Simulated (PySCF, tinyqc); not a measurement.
Inside a calculation. Method: CID on RHF in the sto-3g basis, frozen core, for LiH, spin multiplicity 1. The lowest restricted solution is unstable here: a spin-polarised one lies 0.0767 hartree lower (PySCF). One step of it, computed by the program tinyqc.

Problem. Integrals over molecular orbitals. (pq|rs) = sum C_ip C_jq C_kr C_ls (ij|kl), one index at a time.

coefficients C:
```
               MO1        MO2        MO3       MO4        MO5        MO6
1Li 1s    0.991733  -0.157727  -0.218024  0.000000   0.000000  -0.081969
1Li 2s    0.032251   0.576970   0.800662  0.000000   0.000000   0.323931
1Li 2px   0.000000   0.000000   0.000000  0.309370   0.950942   0.000000
1Li 2py   0.000000   0.000000   0.000000  0.950942  -0.309370   0.000000
1Li 2pz  -0.003852   0.272618  -0.504011  0.000000   0.000000   0.843243
2H 1s    -0.001739   0.668006  -0.377795  0.000000   0.000000  -0.683808
```

core Hamiltonian H = T + V (hartree):
```
            1Li 1s     1Li 2s    1Li 2px    1Li 2py    1Li 2pz      2H 1s
1Li 1s   -4.582782  -1.027186   0.000000   0.000000  -0.004597  -0.008805
1Li 2s   -1.027186  -1.280284   0.000000   0.000000  -0.054118  -0.162328
1Li 2px   0.000000   0.000000  -1.041411   0.000000   0.000000   0.000000
1Li 2py   0.000000   0.000000   0.000000  -1.041411   0.000000   0.000000
1Li 2pz  -0.004597  -0.054118   0.000000   0.000000  -1.076048  -0.246117
2H 1s    -0.008805  -0.162328   0.000000   0.000000  -0.246117  -0.996642
```

Two-electron integrals (ij|kl) in chemists' order, unique and non-zero (hartree):
```
(11|11) 1.680395   (21|11) 0.265420   (21|21) 0.049941   (22|11) 0.397727
(22|21) 0.092860   (22|22) 0.290562   (31|31) 0.008981   (32|31) 0.013788
(32|32) 0.064184   (33|11) 0.396640   (33|21) 0.092880   (33|22) 0.290497
(33|33) 0.312946   (41|41) 0.008981   (42|41) 0.013788   (42|42) 0.064184
(43|43) 0.016869   (44|11) 0.396640   (44|21) 0.092880   (44|22) 0.290497
(44|33) 0.279207   (44|44) 0.312946   (51|51) 0.008981   (52|51) 0.013788
(52|52) 0.064184   (53|53) 0.016869   (54|54) 0.016869   (55|11) 0.396640
(55|21) 0.092880   (55|22) 0.290497   (55|33) 0.279207   (55|44) 0.279207
(55|55) 0.312946   (61|11) 0.001879   (61|21) 0.000369   (61|22) 0.000747
(61|33) 0.000732   (61|44) 0.000732   (61|51) 0.000063   (61|52) 0.000133
(61|55) 0.000777   (61|61) 3.34e-06   (62|11) 0.027868   (62|21) 0.006698
(62|22) 0.025923   (62|33) 0.024373   (62|44) 0.024373   (62|51) 0.000883
(62|52) 0.008085   (62|55) 0.028987   (62|61) 0.000067   (62|62) 0.006643
(63|31) 0.000204   (63|32) 0.001482   (63|53) 0.000801   (63|63) 0.000208
(64|41) 0.000204   (64|42) 0.001482   (64|54) 0.000801   (64|64) 0.000208
(65|11) 0.042370   (65|21) 0.010198   (65|22) 0.039813   (65|33) 0.037290
(65|44) 0.037290   (65|51) 0.001371   (65|52) 0.012695   (65|55) 0.044807
(65|61) 0.000102   (65|62) 0.010569   (65|65) 0.016836   (66|11) 0.176687
(66|21) 0.042605   (66|22) 0.174843   (66|33) 0.163792   (66|44) 0.163792
(66|51) 0.004596   (66|52) 0.052990   (66|55) 0.196601   (66|61) 0.000412
(66|62) 0.062869   (66|65) 0.101138   (66|66) 0.774606
```

Give: one-electron integrals over orbitals h = C^T H C; Two-electron integrals over orbitals.

Solution.

one-electron integrals over orbitals h = C^T H C (hartree):
```
         1        2        3        4        5        6
1  -4.5743   0.1028   0.1550   0.0000   0.0000   0.0383
2   0.1028  -1.1075  -0.0294   0.0000   0.0000  -0.0843
3   0.1550  -0.0294  -1.0499   0.0000   0.0000  -0.0005
4   0.0000   0.0000   0.0000  -1.0414   0.0000   0.0000
5   0.0000   0.0000   0.0000   0.0000  -1.0414   0.0000
6   0.0383  -0.0843  -0.0005   0.0000   0.0000  -1.0159
```

Two-electron integrals over orbitals (pq|rs), unique and non-zero (hartree); the lowest 1 orbital is frozen and left out:
```
(22|22) 0.4012    (32|22) -0.0893   (32|32) 0.0606    (33|22) 0.2271
(33|32) 0.0148    (33|33) 0.2962    (42|42) 0.0218    (43|42) 0.0242
(43|43) 0.0405    (44|22) 0.2157    (44|32) 0.0360    (44|33) 0.2665
(44|44) 0.3129    (52|52) 0.0218    (53|52) 0.0242    (53|53) 0.0405
(54|54) 0.0169    (55|22) 0.2157    (55|32) 0.0360    (55|33) 0.2665
(55|44) 0.2792    (55|55) 0.3129    (62|22) -0.0913   (62|32) 0.0732
(62|33) -0.0032   (62|44) 0.0494    (62|55) 0.0494    (62|62) 0.1218
(63|22) 0.0813    (63|32) -0.0497   (63|33) -0.0314   (63|44) -0.0218
(63|55) -0.0218   (63|62) -0.0519   (63|63) 0.0580    (64|42) 0.0146
(64|43) 0.0069    (64|64) 0.0166    (65|52) 0.0146    (65|53) 0.0069
(65|65) 0.0166    (66|22) 0.3487    (66|32) -0.0471   (66|33) 0.2520
(66|44) 0.2496    (66|55) 0.2496    (66|62) -0.0360   (66|63) 0.0416
(66|66) 0.3382
```
